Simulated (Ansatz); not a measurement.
Input file:

```yaml
crystal:
  periodic: [false, false, false]
  atoms:
    - {symbol: As, position_ang: [0.000000, 0.000000, 0.000000]}
    - {symbol: Br, position_ang: [0.000000, 0.000000, 2.632000]}
basis:
  gaussian: {orbitals: aug-cc-pVDZ}
total_charge: -1
magnetization: {spin_polarized: false, initial_magnetization: 1}
correlation: {method: fic_mrcisd_q_relaxed, electrons: outside_noble_gas, active_space: {window: {electrons: 13, orbitals: 8}, shells: [{species: As, l: s, shell: 4}, {species: As, l: p, shell: 4}, {species: Br, l: s, shell: 4}, {species: Br, l: p, shell: 4}]}}
```

```sh
$ ansatz run in.yaml --threads 1 --pin off --events-out ev --progress --plain --max-ram 2393MiB
```

The program prints:

```
1269 factors; integrals over basis functions are off by at most 1.6e-7 eV
mean field evaluation 1: about -130793.2259 eV, gradient 1.4e1 eV
mean field evaluation 2: about -130793.2319 eV, gradient 1.4e1 eV
mean field evaluation 4: about -130794.2455 eV, gradient 1.1e0 eV
mean field evaluation 8: about -130794.2593 eV, gradient 1.1e-1 eV
mean field evaluation 16: about -130794.0589 eV, gradient 3.8e0 eV
mean field evaluation 32: about -130790.5694 eV, gradient 2.0e-2 eV
mean field evaluation 64: about -130790.5627 eV, gradient 7.5e-1 eV
mean field -130794.25955307 eV, -4806.6003830421 hartree, gradient 1.8e-6 eV, S^2 0.750000; 7 other end points of the search recorded, 0 dependent functions left out
reference -130794.25955307 eV, -4806.6003830421 hartree; 35, 34 occupied and 37, 38 virtual orbitals, 1269 factors
state -130794.68470697 eV, -4806.6160071595 hartree
contracted CI cycle   1: correlation -0.00000000 eV, -0.0000000000 hartree, residual 1.79e1 eV
contracted CI cycle   2: correlation -5.44655155 eV, -0.2001570776 hartree, residual 3.18e0 eV
contracted CI cycle   3: correlation -5.64877723 eV, -0.2075887343 hartree, residual 7.95e-1 eV
contracted CI cycle   4: correlation -5.66108865 eV, -0.2080411706 hartree, residual 3.07e-1 eV
contracted CI cycle   5: correlation -5.66301096 eV, -0.2081118142 hartree, residual 1.06e-1 eV
contracted CI cycle   6: correlation -5.66323555 eV, -0.2081200678 hartree, residual 4.13e-2 eV
contracted CI cycle   7: correlation -5.66327188 eV, -0.2081214029 hartree, residual 1.51e-2 eV
contracted CI cycle   8: correlation -5.66327716 eV, -0.2081215969 hartree, residual 5.61e-3 eV
contracted CI cycle   9: correlation -5.66327800 eV, -0.2081216279 hartree, residual 2.36e-3 eV
contracted CI cycle  10: correlation -5.66327812 eV, -0.2081216324 hartree, residual 7.82e-4 eV
state -130794.68470697 eV, -4806.6160071595 hartree; corrected -130801.00255279 eV, -4806.8481837112 hartree
Total energy: -130801.00255279 eV, -4806.8481837112 hartree
Checks for a lower state left out: starts, orbital_swaps
```

Natural occupations: 1.9999 1.9997 1.9977 1.9976 1.9946 1.9660 1.0022 0.0422.

Ran on 1 thread of AMD EPYC 9R45, shared host: 8 s wall, 0.28 GiB peak host memory.
